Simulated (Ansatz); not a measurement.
Antifluorite Mg₂Ge, treated with PBEsol in Ansatz (plane waves, PAW).

Settings: plane-wave cutoff 520 eV, 20×20×20 k mesh, perturbation theory, scalar-relativistic PAW data made under PBE.

The cell has the measured lattice: a = b = c = 6.385 Å, α = β = γ = 90.00°.

Question: Estimate the electronic dielectric constant ε∞ and static dielectric constant that the calculation returns.

Answer: 
electronic dielectric constant ε∞: 16.7
static dielectric constant: 24.3

Note: the cell isn't this level's own, so it is under some stress, which shifts stiffness and frequencies.

Ansatz is an electronic-structure program.
